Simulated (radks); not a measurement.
# P⁴⁺ in [He] 2s1.5 2p6 3s1 3p0.5: an all-electron calculation

One table from this session's results is given with a row withheld; the runs are named, their logs left out.

The numbers are computed with radks (a radial shooting solver on a logarithmic mesh, Libxc functionals) version 1 (scalar-relativistic Kohn-Sham, SCAN, spin-polarised, spherical densities, finite nucleus; open shells are filled with parallel spins first), except any that are marked as measured or tabulated.

**What is computed**

```
element            : phosphorus (Z = 15)
charge             : +4
electrons          : 11
configuration      : [He] 2s1.5 2p6 3s1 3p0.5
nuclear rms radius : 3.1889 fm
```

Set-up of the first run:

Settings of this run:

```text
Z 15
configuration [He] 2s1.5 2p6 3s1 3p0.5 4s0 3d0
relativity scalar-relativistic
functional scan,scan
spin polarised
nucleus finite rms 3.1889 fm
c 137.035999084
```

Started as:

```sh
python run_ks.py task.json out
```

This one command runs every case of the session in turn.

Steps of the session up to this table: Self-consistent calculation.

One of the session's tables, all rows but one given; the rest of the session is left out.

It belongs to the step «Radial structure». Radial moments (bohr):

| level | <r> | outermost maximum (interpolated) | 90 % within | nodes |
| --- | --- | --- | --- | --- |
| 1s up | 0.1035 | 0.0676 | 0.185 | 0 |
| 1s down | 0.1036 | 0.0677 | 0.185 | 0 |
| 2s up | 0.5093 | 0.415 | 0.796 | 1 |
| 2s down | 0.5105 | 0.415 | 0.798 | 1 |
| 2p up | 0.4723 | 0.350 | 0.784 | 0 |
| 2p down | 0.4725 | 0.350 | 0.785 | 0 |
| 3s up | 1.555 | 1.39 | 2.28 | 2 |
| 3p up | ? | ? | ? | ? |
| 3d up | 1.802 | 1.54 | 2.77 | 0 |
| 4s up | 3.400 | 3.29 | 4.87 | 3 |

**Question.** Estimate the row for 3p up.

As computed: <r>: 1.656; outermost maximum (interpolated): 1.48; 90 % within: 2.46; nodes: 1. In the column «<r>» it lies between 3s up (1.555) and 3d up (1.802).
